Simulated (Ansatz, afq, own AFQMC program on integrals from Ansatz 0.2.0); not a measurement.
# Where AFQMC and coupled cluster stand for SiH2, singlet

```yaml
atoms:
  - { symbol: Si, position_ang: [0.0000, -0.0638, -0.0078] }
  - { symbol: H, position_ang: [0.0000, 0.7743, -0.8638] }
  - { symbol: H, position_ang: [0.0000, 1.0035, 1.0822] }
```

Basis cc-pVDZ. Only valence electrons are correlated. Ansatz 0.2.0 and our own AFQMC program on the same integrals; the CISD trial comes from CCSD amplitudes, and released means the phaseless constraint is let go. Uncertainties: one standard error, sampling alone.

Determinant: RHF, the one that the program's search chose, which needn't be the lowest solution. The geometry is a point of a scan.

Full CI on the same integrals is exact in this basis and with this determinant's frozen core.

Cautions: higher spins were not checked; restricted determinant unstable towards unrestricted (UHF 128 meV lower, ⟨S²⟩ 0.44).

The T1 diagnostic is 0.0130. The weight of the determinant in the CISD state is 0.914. The size of the correlated space is 6 electrons in 23 orbitals.

```csv
level,correlation energy (eV)
MP2,-2.4039
CCSD,-3.1682
CCSD(T),-3.2248
```

(1) Estimate where AFQMC with the constraint released lies against CCSD(T) on the same integrals.

(1) 0.67 ± 0.05 mEh below CCSD(T).

Reference: full CI, correlation energy -3.243 eV. The released energy is read at 2.40 1/Eh (meV from the phaseless value at times in 1/Eh: -0.9 ± 1.5 at 0.24, -1.1 ± 1.6 at 0.51, -2.5 ± 1.4 at 0.99, -2.3 ± 0.9 at 1.62, -4.1 ± 1.4 at 2.40).

```csv
level,E − E(reference) (mEh),share of correlation (%)
CCSD(T),0.67,99.44
CCSDT,0.11,99.91
CCSDT(Q),0.02,99.98
CCSDTQ,0.00,100.00
ph-AFQMC/CISD,0.15 ± 0.07,99.88
released AFQMC,0.00 ± 0.05,100.00
```

CCSDT and higher add their correlation energy to the determinant of the CCSD(T) run, since their own runs factorise the integrals more tightly (a shift of under 2 meV). A walk keeps the symmetry of its determinant, which the program's search chose and which needn't be the lowest solution, so a lower state of the same spin and another symmetry isn't excluded. Released energies are given only where the last usable release times agree within the noise; a slower fall can still hide under it.
